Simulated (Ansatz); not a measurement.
# Rutile SnO2

Computed with r²SCAN in Ansatz (PAW).

Run with plane-wave cutoff 600 eV, 6×6×8 k mesh (along the axes of the cell as run), scalar-relativistic PAW data made under PBE.

Cell (relaxed at this level):

```
SnO2
1.0
    4.75974     0.00000     0.00000
    0.00000     4.75974     0.00000
    0.00000     0.00000     3.20065
Sn O
2 4
Direct
  0.00000   0.00000   0.00000
  0.50000   0.50000   0.50000
  0.30591   0.30591   0.00000
  0.80591   0.19409   0.50000
  0.19409   0.80591   0.50000
  0.69409   0.69409   0.00000
```

```json
{
  "elastic constant C11": "254 GPa",
  "elastic constant C12": "174 GPa",
  "elastic constant C13": "152 GPa",
  "elastic constant C33": "438 GPa",
  "elastic constant C44": "99.5 GPa",
  "elastic constant C66": "205 GPa",
  "Voigt–Reuss–Hill bulk modulus": "207 GPa",
  "Voigt–Reuss–Hill shear modulus (Hill average)": "98.3 GPa",
  "young_modulus": "255 GPa",
  "poisson_ratio": "0.295"
}
```

Measured, for comparison: elastic constant C11 262 GPa, elastic constant C12 177 GPa, elastic constant C13 156 GPa, elastic constant C33 450 GPa, elastic constant C44 103 GPa, elastic constant C66 207 GPa (temperature not stated, not corrected to a static lattice; as tabulated in Oses et al. (2018), arXiv:1811.08464); Voigt–Reuss–Hill shear modulus 102 GPa (temperature not stated, not corrected to a static lattice, Hill average of measured single-crystal constants; as tabulated in Oses et al. (2018), arXiv:1811.08464). Computed (rounded) less measured: elastic constant C11 -3 %, elastic constant C12 -2 %, elastic constant C13 -3 %, elastic constant C33 -3 %, elastic constant C44 -3 %, elastic constant C66 -1.0 %, Voigt–Reuss–Hill shear modulus -4 %.

Elastic constants are with the ions relaxed.

Spin–orbit coupling is not included.

Computed values are for the static lattice.

Ansatz is an electronic-structure program.
